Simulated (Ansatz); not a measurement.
**SiCl+ (quintet): the correlation ladder, 6-31G**

How much of the correlation energy of SiCl+ (quintet) does each wave-function method recover here?

Computed with Ansatz 0.2.0, Gaussian basis. Level: 6-31G, core rule «outside noble gas», up to 10 orbitals frozen.

To be run: UHF; CCSD(T) on ROHF; CCSD(T) on UHF; BCCD(T) on ROHF; CISD as a restricted active space (open shells left free, so some higher excitations enter); CCSDT(Q) on ROHF; CCSDT(Q) on UHF; CISDTQ; CCSDTQ on ROHF; CCSDTQ on UHF; CASSCF and MRCISD+Q, 10 electrons in 8 orbitals; CASSCF and NEVPT4(SD), 10 electrons in 8 orbitals; CASSCF and NEVPT2, 10 electrons in 8 orbitals; Full CI.

11 further runs of the same task are left out: 2 that didn't finish, 9 set aside as unsound or not needed. Runs told in other sessions of the task aren't counted.

### 1 What is computed

The geometry is a PBE0/def2-TZVP stationary point (not a proven minimum) of the parent state, kept for this charge and spin.

2 atoms, charge 1, spin multiplicity 5.

Atoms are counted from 1 here; the program's logs count them from 0.

Bond lengths: Si1–Cl2 2.058 Å.

### 2 UHF

File in.yaml:

```yaml
crystal:
  periodic: [false, false, false]
  atoms:
    - {symbol: Si, position_ang: [0.000000, 0.000000, 0.000000]}
    - {symbol: Cl, position_ang: [0.000000, 0.000000, 2.057900]}
basis:
  gaussian: {orbitals: 6-31G}
total_charge: 1
magnetization: {spin_polarized: true, initial_magnetization: 4}
hamiltonian: {xc: hf}
output: {orbitals: {seedname: orbitals}}
```

Command:

```
ansatz run in.yaml --threads 1 --pin off --events-out ev --progress --plain --max-ram 2393MiB
```

The runs that follow: CCSD(T) on ROHF; CCSD(T) on UHF; BCCD(T) on ROHF; CISD as a restricted active space (open shells left free, so some higher excitations enter); CCSDT(Q) on ROHF; CCSDT(Q) on UHF; CISDTQ; CCSDTQ on ROHF; CCSDTQ on UHF; CASSCF and MRCISD+Q, 10 electrons in 8 orbitals; CASSCF and NEVPT4(SD), 10 electrons in 8 orbitals; CASSCF and NEVPT2, 10 electrons in 8 orbitals; Full CI.

Q: Predict the results of all the runs planned. Wanted: FCI from the RHF energy; RMP2 from FCI; UMP2 from FCI; RCCSD from FCI; RCCSD(T) from FCI; UCCSD(T) from FCI; RCCSDT(Q) from FCI; UCCSDT(Q) from FCI; NEVPT2 valence from FCI.

The runs gave:

| quantity | value |
| --- | --- |
| FCI from the ROHF energy | -1.1683 eV |
| RMP2 from FCI | +5.93 kcal/mol |
| UMP2 from FCI | +5.82 kcal/mol |
| RCCSD from FCI | +0.48 kcal/mol |
| RCCSD(T) from FCI | +0.09 kcal/mol |
| UCCSD(T) from FCI | +0.08 kcal/mol |
| RCCSDT(Q) from FCI | 0.00 kcal/mol |
| UCCSDT(Q) from FCI | -0.02 kcal/mol |
| NEVPT2 valence from FCI | +5.21 kcal/mol |
| NEVPT4(SD) valence from FCI | +0.71 kcal/mol |
| MRCISD+Q valence from FCI | +0.19 kcal/mol |
| levels within 1 kcal/mol (43 meV) | CISD, RCCSD, UCCSD, RCCSD(T), UCCSD(T), BCCD(T), RCCSDT, UCCSDT, CISDTQ, RCCSDT(Q), UCCSDT(Q), RCCSDTQ, UCCSDTQ, NEVPT4(SD) valence, MRCISD valence, MRCISD+Q valence |
| T1 diagnostic | 0.012 |
| effectively unpaired electrons | 4.00 |

RCCSD(T) lands +0.09 kcal/mol from the yardstick (0.3 % of the correlation energy). One determinant dominates. Of the multireference levels listed MRCISD+Q valence comes nearest in total energy (+0.19 kcal/mol), which doesn't show that its space is the better one. These misses are within one basis, not against nature; the frozen cores of restricted and unrestricted runs differ, which can shift their rows.

Levels on UHF freeze UHF's core orbitals, full CI those of ROHF, so the U rows can settle a little off it for that reason alone.

With open shells the CI space here admits some higher excitations, so it is larger than plain CISD.
